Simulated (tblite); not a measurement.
Run record: molecular-dynamics run, `O=P([O-])(O)O` (dihydrogen phosphate).

Computed with GFN2-xTB (tblite), gas phase: Langevin dynamics at 400 K from the optimised GFN2-xTB geometry, time step 0.5 fs, friction 0.01 fs⁻¹, 2000 steps. The input is one job of a driver script: a line of settings, then coordinates in Å. «temperature» is in K, «steps» counts time steps and «every» is the stride of the printed frames; «frames» go on to single points.

Command:
```bash
OMP_NUM_THREADS=1 python probes_run.py task.json out
```

Input:
```
{"job": {"kind": "md", "xc": "GFN2-xTB", "basis": "xTB", "temperature": 400, "steps": 2000, "every": 50, "frames": 5}, "charge": -1, "multiplicity": 1}
O     -0.759367    -0.649850     1.427643
P     -0.424579    -0.150695     0.069848
O     -1.382979    -0.112647    -1.063758
O      0.224060     1.383884     0.208174
O      0.951580    -0.963650    -0.419494
H      0.083660     1.700031    -0.679931
H      1.310959    -1.202170     0.430440
```

Output:
```
t/fs     T/K      E/eV
    0.0   323.6   -549.41794
   25.0   204.2   -549.19195
   50.0   184.4   -549.14183
   75.0   425.4   -549.22318
  100.0   391.9   -549.16934
  125.0   476.9   -549.14523
  150.0   527.4   -549.28487
  175.0   419.3   -549.04109
  200.0   493.5   -548.98401
  225.0   595.4   -549.14325
  250.0   406.9   -549.06814
  275.0   523.1   -549.15446
  300.0   287.3   -549.01372
  325.0   533.2   -549.13820
  350.0   330.4   -548.98293
  375.0   455.7   -548.81199
  400.0   754.1   -548.99680
  425.0   633.0   -549.00991
  450.0   583.1   -549.12673
  475.0   481.0   -549.00277
  500.0   828.7   -549.10878
  525.0   667.1   -548.87665
  550.0   582.1   -548.95825
  575.0   610.0   -549.01956
  600.0   684.6   -549.10150
  625.0   412.5   -548.84931
  650.0   560.2   -549.06383
  675.0   507.7   -549.04210
  700.0   405.7   -548.99046
  725.0   536.1   -549.12422
  750.0   393.4   -549.00056
  775.0   558.0   -549.17582
  800.0   401.0   -548.94956
  825.0   534.8   -549.05952
  850.0   472.0   -549.02553
  875.0   400.2   -549.09685
  900.0   322.4   -549.12405
  925.0   338.5   -549.11027
  950.0   579.4   -549.20414
  975.0   478.9   -549.02539
 1000.0   559.2   -549.12653
```

E is the potential energy; T comes from the kinetic energy over all 3N coordinates.

Task: Sum up the printed frames.

Result: 41 frames over 1000 fs. T runs from 184 K (50 fs) to 829 K (500 fs), with a mean of 484 K over all frames and 516 K from 500 fs on. E starts at -549.418 eV, peaks 0.606 eV above that at 375 fs, and averages 0.369 eV above it from 500 fs on.

Task: Give the last frame.

Result: 0.10 Å rms from the start after alignment:
```
atom  x, y, z in Å
O1     -0.442    0.123    1.271
P2     -1.762   -0.152    0.625
O3     -2.296   -1.396    0.062
O4     -2.917    0.501    1.765
O5     -1.791    0.985   -0.560
H6     -3.645    0.183    1.324
H7     -1.014    1.563   -0.381
```

Task: Estimate the wall time. Hardware: an Arm Neoverse V2 with one thread, shared host with 192 logical CPUs at a one-minute load of 126. And the peak memory of the process?

Result: About 4.7 s, with 0.19 GiB resident at the peak, the Python interpreter and its libraries included.
